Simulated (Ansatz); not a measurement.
Basis-set extrapolation for `COC(O)(Cl)Cl` (PBE0-D4/def2-TZVP geometry, frozen core, the Gaussian-basis code of Ansatz). Multiplicity 1, RHF reference.

```csv
,def2-TZVPP,def2-QZVPP
HF,-1146.886341,-1146.922174
MP2 correlation,-1.195737,-1.296285
CCSD(T) correlation,-1.291210,not run
```

Energies in hartree. Use E(X) = E(∞) + A·exp(−7.88·√X) for Hartree–Fock and E(X) = E(∞) + B·X^(−2.97) for correlation, with X = 3 and 4, and add CCSD(T) minus MP2 of the smaller set to the MP2 limit.

Q: What is the CCSD(T) energy at the basis-set limit?

A: HF limit: -1146.922174 + (-0.035833) × 0.13774 = -1146.92711. MP2 limit: -1.296285 + (-0.100548) × 0.74074 = -1.37076. Higher-order term: -1.291210 − (-1.195737) = -0.09547. Total: -1148.39334 hartree, 135.4 kcal/mol below CCSD(T)/def2-TZVPP.
